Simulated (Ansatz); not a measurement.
Relaxed structures of CH$_{3}$S (charge -1), singlet (PBE0-D4/def2-TZVPD; forces vanish, vibrations not checked; lower isomers may exist, and structures with a doubtful reference or unclear bonds are left out; Å). Ansatz 0.2.0; basis: def2-TZVPPD; cores frozen in the correlated methods.

Task: Rank them by CCSD(T) energy, lowest first, and give each one's height above the lowest. Links in brackets join atoms within 1.22 times the sum of their covalent radii (1.1 for two metals). (To be estimated.)
A.
CH₃S ([CH3][S]), total charge -1
```
5
angstrom
C -0.1322 -0.6057 -0.1191
S 0.2982 1.0734 0.4366
H -1.2187 -0.7626 -0.1441
H 0.2872 -1.3757 0.5418
H 0.2443 -0.8115 -1.1297
```
B.
CH₃S ([CH2][SH]), total charge -1
```
5
angstrom
C -0.1803 -0.5888 -0.1705
S 0.2664 1.0215 0.4374
H -1.2667 -0.7042 -0.0748
H 0.3238 -1.3422 0.4466
H 0.8568 1.6136 -0.6387
```
C.
CH₃S ([CH][SH2]), total charge -1
```
5
angstrom
C -0.2122 -0.6313 0.1021
S 0.6613 0.6980 0.4044
H -1.2622 -0.4431 -0.1762
H 0.1332 1.7249 1.3134
H 0.6433 1.8136 -0.5520
```

Result: The calculation gives: A (0.00 kcal/mol), B (42.65 kcal/mol), C (108.63 kcal/mol). Heights count from the lowest.

T1 diagnostic: at most 0.024.

For scale, one of the runs: CCSD(T)/def2-TZVPPD, 139 basis functions, launched by `ansatz run in.yaml --threads 2 --pin off --events-out ev --progress --plain --max-ram 4352MiB`. The run took 12 s on 2 CPU threads of an Arm Neoverse V1 (shared host), with 0.73 GiB of host memory at its peak.
